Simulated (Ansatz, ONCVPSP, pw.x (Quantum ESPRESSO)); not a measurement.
# Which W potential is closest to all-electron in the fcc crystal?

All use LDA (Perdew-Wang 92), scalar-relativistic, no spin, cutoffs from each file’s atomic test, pw.x 7.5; 14³ k-points, Fermi–Dirac smearing 0.01 Ry. Δ is the rms difference from all-electron LAPW of the E(V) curves that follow from fits to the pressures, over ±6 % in volume. Mesh and smearing are coarse and serve the comparison alone. The files are a selection: those with a ghost or negative overlap were mostly not run, and those with noisy or unconverged pressures or nearly equal Δ are left out.

All-electron: a0 = 3.975 Å (V0 = 15.70 Å³/atom), B0 = 309.7 GPa.

Task: Rank them by Δ, smallest first.
A. optimised norm-conserving Vanderbilt (ONCV), ONCVPSP 4.0.1.1 (patched build), LDA (Perdew-Wang 92); core [Kr] 4d10 4f14 5s2, reference 5p6 5d4 6s2; waves: 6s: rc 2.85 bohr, ncon 4, nbas 8, qcut 2.7 1/bohr, 2 projectors, debl 1.7 Ha; 5p: rc 1.95 bohr, ncon 5, nbas 9, qcut 7.5 1/bohr, 3 projectors, debl 1.3 Ha; 5d: rc 2.10 bohr, ncon 3, nbas 7, qcut 5.9 1/bohr, 3 projectors, debl 1.9 Ha; local part: polynomial inside 1.75 bohr (lpopt 5, dvloc0 6 Ha); core correction: Teter function, fcfact 3, rcfact 1.25. In the p channel the program set the typed energies aside and used -1.594, 0.250, 1.550 Ha.
B. optimised norm-conserving Vanderbilt (ONCV), ONCVPSP 4.0.1.1 (patched build), LDA (Perdew-Wang 92); core [Kr] 4d10 4f14, reference 5s2 5p6 5d4.5 6s1.5; waves: 5s+6s: rc 1.65 bohr, ncon 3, nbas 7, qcut 6 1/bohr, 2 projectors; 5p: rc 1.95 bohr, ncon 5, nbas 9, qcut 5.9 1/bohr, 1 projector; 5d: rc 2.75 bohr, ncon 4, nbas 9, qcut 5.7 1/bohr, 3 projectors, debl 3.2 Ha; f scattering state at 0.09 Ha: rc 2.95 bohr, ncon 4, nbas 7, qcut 3.4 1/bohr, 2 projectors, debl 1 Ha; local part: polynomial inside 1.25 bohr (lpopt 5, dvloc0 4 Ha); core correction: none.
C. optimised norm-conserving Vanderbilt (ONCV), ONCVPSP 4.0.1.1 (patched build), LDA (Perdew-Wang 92); core [Kr] 4d10 4f14, reference 5s2 5p6 5d4 6s1.5 6p0.5; waves: 5s+6s: rc 2.00 bohr, ncon 4, nbas 8, qcut 7.4 1/bohr, 2 projectors; 5p+6p: rc 1.75 bohr, ncon 4, nbas 8, qcut 6.9 1/bohr, 2 projectors; 5d: rc 2.45 bohr, ncon 3, nbas 7, qcut 6.1 1/bohr, 2 projectors, debl 2.2 Ha; local part: polynomial inside 1.10 bohr (lpopt 5, dvloc0 6 Ha); core correction: none.

Result: A (4.9 meV/atom), B (11.0 meV/atom), C (15.4 meV/atom).
